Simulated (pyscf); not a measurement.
A first-order saddle from PySCF, ωB97X-D3(BJ)/def2-SVP:

```xyz
9

O      0.1212     1.4845    -0.2454
Si    -1.0889     0.0892    -0.1312
O     -0.2129    -1.0669    -0.9303
O     -2.5172     0.1688    -0.9539
F     -1.2419    -0.4484     1.4024
H     -0.2251     2.3055     0.1729
H      0.5055    -1.4908    -0.4501
H     -2.6404    -0.5516    -1.5887
H      1.1757     1.6895    -0.6232
```
Charge 0, spin multiplicity 2.

Surface: doublet, charge 0. Lowest wavenumbers (cm⁻¹): 1564i, 38, 150, 227, 251.

Task: Name the species on either side of this saddle.

Result: HO–Si(OH)(OH)–F + H atom (H•) ⇌ water (H₂O) + HO–Si•(OH)–F, a substitution at O read from left to right: O–Si broken and H–O formed. At ωB97M-D3(BJ)/def2-TZVP it lies +1.52 eV from the left side and +0.68 eV from the right (each side as separated species at their lowest minima found). On the product side the descent ends in a bound adduct (not fully relaxed), 0.35 eV under the separated species and 1.19 eV under the saddle at ωB97X-D3(BJ)/def2-TZVP. At ωB97X-D3(BJ)/def2-TZVP the barrier from the zero used here is 1.68 eV. One saddle was located; it need not be the lowest between these sides. The angle at the attacked O is 140°.
